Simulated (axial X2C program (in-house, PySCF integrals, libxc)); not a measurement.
Low determinants of SiH⁻ at the PBE0 level, 2c

Calculated with an in-house all-electron X2C program for linear molecules (integrals from PySCF). Two-component (2c) means X2C with spin–orbit coupling and atomic mean-field two-electron Coulomb and Gaunt terms. Basis: Si dyall-av3z [9s8p3d2f], H dyall-av3z [7s3p2d] (cores contracted in-house); Gaussian nuclei, density fitting, unrestricted open shells. Masses: Si 27.977 u, H 1.008 u.

Search at 1.561 Å (vertical energies from the lowest determinant):

```json
{"ΔE (eV)": "0.00", "state": "Ω = 1", "electrons beyond evenly filled partner blocks": "ω = -1/2, ω = 3/2", "electrons in ±ω = 1/2, 3/2, 5/2, 7/2": "13 3 0 0"}
{"ΔE (eV)": "0.71", "state": "Ω = 0", "electrons beyond evenly filled partner blocks": "none", "electrons in ±ω = 1/2, 3/2, 5/2, 7/2": "14 2 0 0"}
{"ΔE (eV)": "0.73", "state": "Ω = 2", "electrons beyond evenly filled partner blocks": "ω = 1/2, ω = 3/2", "electrons in ±ω = 1/2, 3/2, 5/2, 7/2": "13 3 0 0"}
{"ΔE (eV)": "0.74", "state": "Ω = 0", "electrons beyond evenly filled partner blocks": "none", "electrons in ±ω = 1/2, 3/2, 5/2, 7/2": "12 4 0 0"}
{"ΔE (eV)": "1.87", "state": "Ω = 1", "electrons beyond evenly filled partner blocks": "2 × ω = 1/2", "electrons in ±ω = 1/2, 3/2, 5/2, 7/2": "14 2 0 0"}
{"ΔE (eV)": "2.41", "state": "Ω = 3", "electrons beyond evenly filled partner blocks": "2 × ω = 3/2", "electrons in ±ω = 1/2, 3/2, 5/2, 7/2": "12 4 0 0"}
{"ΔE (eV)": "3.33", "state": "Ω = 1", "electrons beyond evenly filled partner blocks": "2 × ω = 1/2", "electrons in ±ω = 1/2, 3/2, 5/2, 7/2": "12 4 0 0"}
```

Lowest determinant, Ω = 1 (⟨Sz⟩ = 1.00, ⟨Lz⟩ = 0.00 at PBE0): Re = 1.560 Å, ωe = 1851.7 cm⁻¹.

The determinant in row 2 of the search, Ω = 0 (closed shell), was followed along the bond at PBE0; measured from the minimum of the lowest determinant it gives:

Te = 0.713 eV (5753 cm⁻¹), Re = 1.557 Å, ωe = 1874.6 cm⁻¹.

Problem. Compare the bond of the determinant in row 2 with that of the lowest one.

Solution. At PBE0 its Re is 0.003 Å shorter and its force constant, which goes as ωe², is 1.02 times that of the lowest determinant. T0 ≈ Te + Δωe/2 = 5753 + (11) = 5764 cm⁻¹.

The search compares states at one distance, so a state with another bond length can lie lower; it is not exhaustive and yields mostly the lowest determinant of each block pattern, so other components and higher states of one pattern are missing. These are energies of single determinants, not of spin-adapted states; PBE0 term energies can be off by some tenths of an eV, and the functional has no current term. Open-shell Ω = 0 determinants with evenly filled partner blocks cannot be reached by this program, so the Ω shown need not be the lowest component. The lowest determinant need not be the ground state where others lie within half an eV. A closed-shell Ω = 0 row of a π² shell mixes the 0⁺ component of the triplet with ¹Σ⁺ and matches no level; 0⁺ can lie lowest. For an anion, determinants above electron detachment are held by the basis set. The highest occupied level of some functionals is positive through self-interaction error; at Hartree–Fock it is bound. Row 1 has a positive highest level at its minimum. Row 2 has a positive highest level at its minimum.
